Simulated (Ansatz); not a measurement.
Take a crystal in which Al has been replaced by Sc on all its sites, with the cell rescaled by a rough guess (in some cases also distorted within its space group) and nothing relaxed:

```cif
data_structure
_symmetry_space_group_name_H-M 'P 1'
_symmetry_Int_Tables_number 1
_cell_length_a 4.7826
_cell_length_b 4.7826
_cell_length_c 4.7826
_cell_angle_alpha 90.000
_cell_angle_beta 90.000
_cell_angle_gamma 90.000
_cell_volume 109.40
loop_
_atom_site_label
_atom_site_type_symbol
_atom_site_fract_x
_atom_site_fract_y
_atom_site_fract_z
_atom_site_occupancy
Sc1 Sc 0.00000 0.50000 0.50000 1
Sc2 Sc 0.50000 0.00000 0.50000 1
Sc3 Sc 0.50000 0.50000 0.00000 1
Cu1 Cu 0.00000 0.00000 0.00000 1
```

Theory: DFT PBEsol, scalar-relativistic, plane waves, PAW in Ansatz 0.2.0.

Plane waves to 420 eV, a k mesh through Γ of 10×10×10 on the computed 4-atom cell and Gaussian smearing (0.10 eV); no spin polarisation.

Question: Will this cell want to expand or contract, and how hard?

Answer: The pressure is -11.9 GPa (positive in compression), so the cell would contract.

Question: Is it a metal on this mesh?

Answer: Yes, a band crosses the Fermi level.

Question: What is its energy against the elements in their standard states?

Answer: +0.430 eV/atom at this unrelaxed geometry, with the elements in the same functional.

Spin polarisation was left out, and a magnetic state may lie lower.